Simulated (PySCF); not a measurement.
propene (C₃H₆), SMILES C=CC.

Geometry optimised at r2SCAN-D4/def2-TZVP.

Level of theory: PySCF with PBE/def2-TZVPD.

Isolated molecule, no solvent.

Computed frontier levels, gap, dipole moment and polarisability:
```json
{
  "highest_occupied_level": "-6.25 eV",
  "lowest_empty_level": "-0.67 eV",
  "orbital_gap": "5.58 eV",
  "dipole_moment": "0.44 D",
  "quadrupole, principal values (traceless, Buckingham form, about the centre of nuclear charge)": "-2.55, 0.98, 1.57 D·Å",
  "mean_static_polarisability": "41.4 bohr³ (6.13 Å³)",
  "polarisability_principal_values": "32.6, 38.6, 53.0 bohr³"
}
```
